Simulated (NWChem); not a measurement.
The numbers come from NWChem runs, not from measurements. System: C$_{4}$H$_{8}$, charge 0, spin multiplicity 1, displaced from the optimised geometry. Level: LDA (SVWN5)/def2-SVP.

Part of the output:

```
             Northwest Computational Chemistry Package (NWChem) 7.3.0
             --------------------------------------------------------

                                NWChem Input Module
                                -------------------

 Scaling coordinates for geometry "geometry" by  1.889725989
 (inverse scale =  0.529177249)

 Turning off AUTOSYM since
 SYMMETRY directive was detected!

                             Geometry "geometry" -> ""
                             -------------------------

 Output coordinates in angstroms (scale by  1.889725989 to convert to a.u.)

  No.       Tag          Charge          X              Y              Z
 ---- ---------------- ---------- -------------- -------------- --------------
    1 C                    6.0000    -1.29606100     0.00000000    -0.69061700
    2 C                    6.0000     0.00000000     0.00000000     0.12315500
    3 C                    6.0000     1.29606100     0.00000000    -0.69061700
    4 C                    6.0000     0.00000000     0.00000000     1.48815500
    5 H                    1.0000    -1.34815400    -0.90111900    -1.36309800
    6 H                    1.0000    -1.34815400     0.90111900    -1.36309800
    7 H                    1.0000    -2.20465800     0.00000000    -0.03408100
    8 H                    1.0000     1.34815400    -0.90111900    -1.36309800
    9 H                    1.0000     2.20465800     0.00000000    -0.03408100
   10 H                    1.0000     1.34815400     0.90111900    -1.36309800
   11 H                    1.0000     0.95193500     0.00000000     2.07004900
   12 H                    1.0000    -0.95193500     0.00000000     2.07004900

 Effective nuclear repulsion energy (a.u.)     117.1736062135

            Nuclear Dipole moment (a.u.)
            ----------------------------
        X                 Y               Z
 ---------------- ---------------- ----------------
    -0.0000000000     0.0000000000    -0.0000000000

      Symmetry information
      --------------------

 Group name             C2v
 Group number             16
 Group order               4
 No. of unique centers     6

      Symmetry unique atoms

     1    2    4    5    7   11


 Summary of "ao basis" -> "" (spherical)
 ------------------------------------------------------------------------------
       Tag                 Description            Shells   Functions and Types
 ---------------- ------------------------------  ------  ---------------------
[...]
     2   1 0 1     -0.000000     -0.000000     -0.000000      0.000000
     2   0 2 0    -21.069467    -16.334252    -16.334252     11.599038
     2   0 1 1      0.000000      0.000000      0.000000      0.000000
     2   0 0 2    -19.457098    -72.412745    -72.412745    125.368391

            General Information
            -------------------
          SCF calculation type: DFT
          Wavefunction type:  closed shell.
          No. of atoms     :    12
          No. of electrons :    32
           Alpha electrons :    16
            Beta electrons :    16
          Charge           :     0
          Spin multiplicity:     1
          Use of symmetry is: on ; symmetry adaption is: on
          Maximum number of iterations: 100
          AO basis - number of functions:    96
                     number of shells:    48
          Convergence on energy requested:  1.00D-06
          Convergence on density requested:  1.00D-05
          Convergence on gradient requested:  5.00D-04

              XC Information
              --------------
                        Slater Exchange Functional  1.000 local
                      VWN V Correlation Functional  1.000 local

             Grid Information
             ----------------
          Grid used for XC integration:  xcoarse
          Radial quadrature: Mura-Knowles
          Angular quadrature: Lebedev.
          Tag              B.-S. Rad. Rad. Pts. Rad. Cut. Ang. Pts.
          ---              ---------- --------- --------- ---------
          C                   0.70       21           9.0       194
          H                   0.35       21          11.0       194
          Grid pruning is: on
          Number of quadrature shells:   126
          Spatial weights used:  Erf1

          Convergence Information
          -----------------------
          Convergence aids based upon iterative change in
          total energy or number of iterations.
          Levelshifting, if invoked, occurs when the
          HOMO/LUMO gap drops below (HL_TOL):  1.00D-02
          DIIS, if invoked, will attempt to extrapolate
          using up to (NFOCK): 10 stored Fock matrices.

                    Damping( 0%)  Levelshifting(0.5)       DIIS
                  --------------- ------------------- ---------------
          dE  on:    start            ASAP                start
          dE off:    2 iters        100 iters           100 iters

      Screening Tolerance Information
      -------------------------------
          Density screening/tol_rho:  1.00D-10
          AO Gaussian exp screening on grid/accAOfunc:  14
          CD Gaussian exp screening on grid/accCDfunc:  20
          XC Gaussian exp screening on grid/accXCfunc:  20
          Schwarz screening/accCoul:  1.00D-08

                            NWChem DFT Gradient Module
                            --------------------------

  charge          =   0.00
  wavefunction    = closed shell

  Using symmetry

                         DFT ENERGY GRADIENTS

    atom               coordinates                        gradient
                 x          y          z           x          y          z
   1 C      -2.449200   0.000000  -1.305077   -0.011144   0.000000  -0.006455
   2 C       0.000000   0.000000   0.232729    0.000000   0.000000  -0.008731
   3 C       2.449200   0.000000  -1.305077    0.011144   0.000000  -0.006455
   4 C       0.000000   0.000000   2.812205    0.000000   0.000000   0.022115
   5 H      -2.547642  -1.702868  -2.575882   -0.000748  -0.005839  -0.004159
   6 H      -2.547642   1.702868  -2.575882   -0.000748   0.005839  -0.004159
   7 H      -4.166200   0.000000  -0.064404   -0.006287   0.000000   0.003410
   8 H       2.547642  -1.702868  -2.575882    0.000748  -0.005839  -0.004159
   9 H       4.166200   0.000000  -0.064404    0.006287   0.000000   0.003410
  10 H       2.547642   1.702868  -2.575882    0.000748   0.005839  -0.004159
  11 H       1.798896   0.000000   3.911825    0.005589   0.000000   0.004670
  12 H      -1.798896   0.000000   3.911825   -0.005589   0.000000   0.004670

                 ----------------------------------------
                 |  Time  |  1-e(secs)   |  2-e(secs)   |
                 ----------------------------------------
                 |  CPU   |       0.00   |       0.50   |
                 ----------------------------------------
                 |  WALL  |       0.00   |       0.50   |
                 ----------------------------------------

 Task  times  cpu:        1.3s     wall:        1.3s

 Total times  cpu:        1.3s     wall:        1.3s
```

**Question.** Write an NWChem input that would produce this output.

**Answer.** One answer among several that fit: 
```
start mol
memory heap 200 mb stack 900 mb global 1100 mb
geometry units angstroms nocenter noautoz
  C     -1.296061     0.000000    -0.690617
  C      0.000000     0.000000     0.123155
  C      1.296061     0.000000    -0.690617
  C      0.000000     0.000000     1.488155
  H     -1.348154    -0.901119    -1.363098
  H     -1.348154     0.901119    -1.363098
  H     -2.204658     0.000000    -0.034081
  H      1.348154    -0.901119    -1.363098
  H      2.204658     0.000000    -0.034081
  H      1.348154     0.901119    -1.363098
  H      0.951935     0.000000     2.070049
  H     -0.951935     0.000000     2.070049
  symmetry group C2v
end
basis spherical
  * library def2-svp
end
dft
  xc slater vwn_5
  semidirect memsize 60000000 filesize 0
  iterations 100
  grid xcoarse
end
task dft gradient
```
